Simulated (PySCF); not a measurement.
Excitation energies in several basis sets

C5H9 (charge +1).
Numbering: `[CH2:1]=[CH:2][CH+:3][CH2:4][CH3:5]` (hydrogens: H6, H7 on C1; H8 on C2; H9 on C3; H10, H11 on C4; H12, H13, H14 on C5)

Cartesian coordinates in Å at the PBE0-D3(BJ)/def2-SVP level; atoms count from 1:
```xyz
14
C5H9 angstrom
C      2.622    0.108    0.676
C      1.296    0.150    0.347
C      0.405   -0.744    0.960
C     -1.021   -0.833    0.727
C     -1.683    0.114   -0.248
H      3.343    0.793    0.217
H      3.008   -0.609    1.409
H      0.927    0.872   -0.386
H      0.827   -1.450    1.690
H     -1.484   -0.814    1.742
H     -1.198   -1.908    0.480
H     -2.760   -0.092   -0.296
H     -1.281   -0.002   -1.265
H     -1.563    1.163    0.060
```

TDDFT with PBE0 (PySCF), vertical singlets, core orbitals frozen in the response, spherical d and f functions. The structure is a single PBE0-D3(BJ)/def2-SVP conformer in the gas phase; no vibrational or solvent corrections.

| basis | functions | diffuse | S1 (eV) | S2 (eV) | S3 (eV) | S4 (eV) | S5 (eV) | LUMO (eV) | α (au) |
| --- | --- | --- | --- | --- | --- | --- | --- | --- | --- |
| 6-31G* | 88 | no | 4.55 | 4.71 | 4.86 | 5.72 | 5.88 | -8.99 | 55.1 |
| 6-31+G* | 108 | yes | 4.54 | 4.69 | 4.85 | 5.68 | 5.87 | -9.06 | 58.6 |
| def2-SVP | 115 | no | 4.47 | 4.62 | 4.81 | 5.67 | 5.78 | -9.13 | 56.9 |
| def2-SVPD | 172 | yes | 4.50 | 4.65 | 4.82 | 5.65 | 5.79 | -9.12 | 61.7 |
| aug-cc-pVDZ | 196 | yes | 4.51 | 4.67 | 4.82 | 5.65 | 5.81 | -9.05 | 62.4 |
| def2-TZVP | 209 | no | 4.52 | 4.68 | 4.83 | 5.65 | 5.81 | -9.06 | 61.0 |
| def2-TZVPD | 266 | yes | 4.52 | 4.68 | 4.83 | 5.64 | 5.80 | -9.06 | 62.3 |

Question: Compare the sets with the largest diffuse one.

Answer: States are compared by their number. Against the largest diffuse basis here (def2-TZVPD, itself not a converged limit), sets without diffuse functions differ by up to 0.05 eV in S1 and 0.08 eV in S5; the smaller diffuse sets differ by up to 0.02 and 0.06 eV. State by state, the largest deviation of a set without diffuse functions is S1 0.05, S2 0.05, S3 0.04, S4 0.07, S5 0.08 eV. The same number needn't mean the same state in each row. Against def2-TZVPD the polarisability deviates by -12% in 6-31G*, -6% in 6-31+G*, -9% in def2-SVP, -1% in def2-SVPD, 0% in aug-cc-pVDZ, -2% in def2-TZVP. A single + in a Pople set puts diffuse functions on heavy atoms only.
